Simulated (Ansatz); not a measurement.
This Ansatz (a quantum-chemistry and plane-wave program) input (PBE0/def2-TZVPP) gives -116.54831 Eh with 149 basis functions. A basis named .json is the Basis Set Exchange file of that set (core-valence sets with the plain set on hydrogen).

Ansatz 0.2 input:
```yaml
crystal:
  periodic: [false, false, false]
  atoms:
    - {symbol: C, position_ang: [-0.00105023, -0.00044593, 0.21807837]}
    - {symbol: C, position_ang: [-0.00682676, -0.00289863, 1.41756777]}
    - {symbol: C, position_ang: [0.00595226, 0.00252732, -1.23597935]}
    - {symbol: H, position_ang: [-0.01194066, -0.00506999, 2.47946412]}
    - {symbol: H, position_ang: [0.01516829, 1.02317495, -1.62370089]}
    - {symbol: H, position_ang: [0.88736845, -0.51296496, -1.62264162]}
    - {symbol: H, position_ang: [-0.87904773, -0.50023658, -1.63112234]}
basis:
  gaussian:
    orbitals: def2-TZVPP
hamiltonian:
  xc: {name: PBE0}
magnetization: {spin_polarized: false}
```

Change:
```diff
- orbitals: def2-TZVPP
+ orbitals: 6-311++G_2d_2p_.json
```

Question: What does the run give now?

Answer: -116.53922 Eh (PBE0/6-311++G(2d,2p), 121 functions), a change of +9.09 mEh.
